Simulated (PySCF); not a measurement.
The 12-electron isoelectronic series, spin-free X2C

Calculated with PySCF 2.14 from differences of total energies of unrestricted determinants, without spin-orbit coupling. Each ion has its own even-tempered basis scaled to its charge (22s14p6d6f for the first); frozen: 1s2. Ionisation energies in eV, correlation energies of the ion in mhartree.

```csv
ion,configuration,UHF,LDA,PBE,PBE0,r2SCAN,MP2 (outer shells),E_corr MP2,E_corr CCSD(T),"NIST (with spin-orbit, Breit and QED)"
Mg,[Ne] 3s2 (1S),6.616,7.733,7.623,7.552,7.381,7.408,-322.9,n/a,7.646
Al⁺,[Ne] 3s2 (1S),17.550,18.926,18.792,18.686,18.413,18.566,-332.6,n/a,18.829
Si²⁺,[Ne] 3s2 (1S),32.019,33.588,33.450,33.311,32.934,33.204,-340.7,n/a,33.493
P³⁺,[Ne] 3s2 (1S),49.804,51.535,51.395,51.226,50.744,51.129,-347.3,-363.8,51.444
S⁴⁺,[Ne] 3s2 (1S),70.805,72.676,72.546,72.348,71.755,72.250,-353.5,-370.5,72.594
Cl⁵⁺,[Ne] 3s2 (1S),94.974,96.970,96.860,96.632,95.936,96.531,-359.2,-376.7,96.94 ± 0.04 (s)
Ar⁶⁺,[Ne] 3s2 (1S),122.28,124.39,124.31,124.05,123.25,123.93,-364.1,-382.4,124.41 ± 0.06 (s)
K⁷⁺,[Ne] 3s2 (1S),152.71,154.92,154.87,154.59,153.67,154.46,-369.0,-388.0,154.87 ± 0.05 (s)
Ca⁸⁺,[Ne] 3s2 (1S),186.25,188.56,188.55,188.24,187.20,188.08,-373.1,-392.9,188.54 ± 0.06 (s)
Sc⁹⁺,[Ne] 3s2 (1S),222.90,225.31,225.34,224.99,223.85,224.82,-377.5,-397.9,225.18 ± 0.05 (s)
```

Each ion has its own basis, which adds noise of up to about 0.1 % along the series.

NIST values marked (s) are semi-empirical, (t) theoretical. Open shells are high-spin determinants of the terms that Hund's rules give.
